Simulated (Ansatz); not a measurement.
`CC(C)C(C)C` and `CC(C)C(C)(C)C` differ in one atom or group.

Ansatz, PBE0-D4/def2-TZVP geometries, multiplicity 1. Each molecule was computed in one conformer, which needn't be the lowest.

```
                               property  `CC(C)C(C)C`
  HOMO–LUMO gap (B3LYP/def2-TZVPP) / eV          9.16
    LUMO energy (B3LYP/def2-TZVPP) / eV          0.77
  LUMO energy (ωB97M-V/def2-TZVPP) / eV          2.51
HOMO–LUMO gap (ωB97M-V/def2-TZVPP) / eV         13.38
      HOMO energy (PBE/def2-TZVPP) / eV         -7.25
  HOMO energy (ωB97M-V/def2-TZVPP) / eV        -10.87
```

(1) Give the same properties after the change, and the shifts. (An estimate is asked.)

Answers

(1) Computed: 
```json
{"property": "HOMO–LUMO gap (B3LYP/def2-TZVPP) / eV", "`CC(C)C(C)(C)C`": "9.03", "shift": "-0.13"}
{"property": "LUMO energy (B3LYP/def2-TZVPP) / eV", "`CC(C)C(C)(C)C`": "0.73", "shift": "-0.04"}
{"property": "LUMO energy (ωB97M-V/def2-TZVPP) / eV", "`CC(C)C(C)(C)C`": "2.46", "shift": "-0.05"}
{"property": "HOMO–LUMO gap (ωB97M-V/def2-TZVPP) / eV", "`CC(C)C(C)(C)C`": "13.22", "shift": "-0.16"}
{"property": "HOMO energy (PBE/def2-TZVPP) / eV", "`CC(C)C(C)(C)C`": "-7.18", "shift": "0.07"}
{"property": "HOMO energy (ωB97M-V/def2-TZVPP) / eV", "`CC(C)C(C)(C)C`": "-10.76", "shift": "0.11"}
```

With PBE0 the HOMO rises by 0.10 eV and the LUMO falls by 0.05 eV, so the gap narrows by about 0.15 eV. PBE moves the HOMO by 0.07 eV and ωB97M-V by 0.11 eV.

B3LYP here is the variant with VWN-RPA as its local correlation; programs differ in this.
